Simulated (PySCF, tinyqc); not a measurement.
Inside a calculation. Method: CID on RHF in the sto-6g basis, frozen core, for LiH, spin multiplicity 1. The lowest restricted solution is unstable here: a spin-polarised one lies 0.0485 hartree lower (PySCF). One step of it, computed by the program tinyqc.

Question. CID: roots. Diagonalise (each vector has its largest component positive (the first on a tie)); all determinants have Ms = 0, so triplets appear too. The lowest singlet root is the correlation energy.

Occupation strings over the orbitals (2 doubly, a alpha, b beta, 0 empty; spin orbitals ordered 1a 1b 2a 2b ...): 220000 202000 20a00b 200200 200020 20b00a 200002

H - E(HF) between determinants (hartree):
```
           220000     202000     20a00b     200200     200020     20b00a     200002
220000   0.000000   0.040143   0.062206   0.020657   0.020657  -0.062206   0.131730
202000   0.040143   0.463786  -0.118639   0.041392   0.041392   0.118639   0.044822
20a00b   0.062206  -0.118639   0.372021   0.009113   0.009113  -0.044822  -0.036122
200200   0.020657   0.041392   0.009113   0.572063   0.016875  -0.009113   0.017576
200020   0.020657   0.041392   0.009113   0.016875   0.572063  -0.009113   0.017576
20b00a  -0.062206   0.118639  -0.044822  -0.009113  -0.009113   0.372021   0.036122
200002   0.131730   0.044822  -0.036122   0.017576   0.017576   0.036122   0.471629
```

Give: lowest roots of this matrix, relative to E(HF); lowest vectors; <S^2> of these roots; weight of the ground state by excitation level 0, 1, 2, ....

Answer.

lowest roots of this matrix, relative to E(HF) (hartree): -0.0627  0.2846  0.3272  0.4779  0.5552  0.5772  0.6641

lowest vectors:
```
         root 1   root 2  root 3   root 4
220000   0.9318   0.2310  0.0000   0.2584
202000  -0.1254   0.6677  0.0000  -0.2452
20a00b  -0.1697   0.4768  0.7071   0.1808
200200  -0.0103  -0.1284  0.0000  -0.1258
200020  -0.0103  -0.1284  0.0000  -0.1258
20b00a   0.1697  -0.4768  0.7071  -0.1808
200002  -0.2415  -0.1144  0.0000   0.8809
```

<S^2> of these roots: 0.0000  0.0000  2.0000  0.0000  0.0000  0.0000  0.0000

weight of the ground state by excitation level 0, 1, 2, ...: 0.8682  0.0000  0.1318

The reference has a weight of only 0.87: one determinant is a poor start here.
